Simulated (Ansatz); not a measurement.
in.yaml

```yaml
crystal:
  periodic: [false, false, false]
  atoms:
    - {symbol: P, position_ang: [0.000410, 0.075491, 1.482258]}
    - {symbol: P, position_ang: [-0.001097, -0.100946, -1.530751]}
    - {symbol: H, position_ang: [0.001413, 0.336220, 2.890757]}
    - {symbol: H, position_ang: [-0.002702, -1.330867, 1.673933]}
    - {symbol: H, position_ang: [1.033146, 0.875712, -1.536829]}
    - {symbol: H, position_ang: [-1.010723, 0.901145, -1.537658]}
basis:
  gaussian: {orbitals: cc-pVDZ}
total_charge: 1
magnetization: {spin_polarized: true, initial_magnetization: 1}
correlation: {method: mp2, electrons: outside_noble_gas}
output: {forces: true}
```

```sh
$ ansatz run in.yaml --threads 1 --pin off --events-out ev --progress --plain --max-ram 2393MiB
```

Output:

```
561 factors; integrals over basis functions are off by at most 1.4e-3 eV
mean field evaluation 1: about -18596.3800 eV, gradient 8.5e0 eV
mean field evaluation 2: about -18596.4092 eV, gradient 8.6e0 eV
mean field evaluation 4: about -18597.3229 eV, gradient 7.7e-1 eV
mean field evaluation 8: about -18597.3486 eV, gradient 2.3e-1 eV
mean field evaluation 16: about -18597.3692 eV, gradient 2.1e-1 eV
mean field evaluation 32: about -18597.2614 eV, gradient 6.3e-1 eV
mean field evaluation 64: about -18593.9320 eV, gradient 1.4e1 eV
mean field -18597.37497786 eV, -683.4409246828 hartree, gradient 2.8e-6 eV, S^2 0.939301; 6 other end points of the search recorded, 0 dependent functions left out
10 core orbitals not correlated: weight in the atoms' cores, before any rotation towards them, 1.000 or more for the frozen orbitals, at most 0.000 for the correlated occupied ones
reference -18597.37497786 eV, -683.4409246828 hartree; 7, 6 occupied and 39, 40 virtual orbitals, 561 factors
second order -5.75394365 eV of doubles, -0.00000000 eV of singles
the calculation of the forces begins
Total energy: -18603.12892150 eV, -683.6523782116 hartree
Atom 0 at     0.000410     0.075491     1.482258 Å, force    -0.002336    -1.196924    -0.772681 eV/Å
Atom 1 at    -0.001097    -0.100946    -1.530751 Å, force    -0.002658     0.133340     1.536769 eV/Å
Atom 2 at     0.001413     0.336220     2.890757 Å, force     0.001444     0.757369    -0.448936 eV/Å
Atom 3 at    -0.002702    -1.330867     1.673933 Å, force    -0.000243     0.017898    -0.199285 eV/Å
Atom 4 at     1.033146     0.875712    -1.536829 Å, force     0.070405     0.143626    -0.056957 eV/Å
Atom 5 at    -1.010723     0.901145    -1.537658 Å, force    -0.066613     0.144692    -0.058911 eV/Å
Dipole moment:     0.002541     0.159129    -0.291536 e Å
```

Forces (eV/Å):
```
P   -0.002 -1.197 -0.773
P   -0.003  0.133  1.537
H    0.001  0.757 -0.449
H    0.000  0.018 -0.199
H    0.070  0.144 -0.057
H   -0.067  0.145 -0.059
```

Ran on 1 thread of Intel Xeon, shared host: 7 s wall, 0.2 GiB peak host memory.
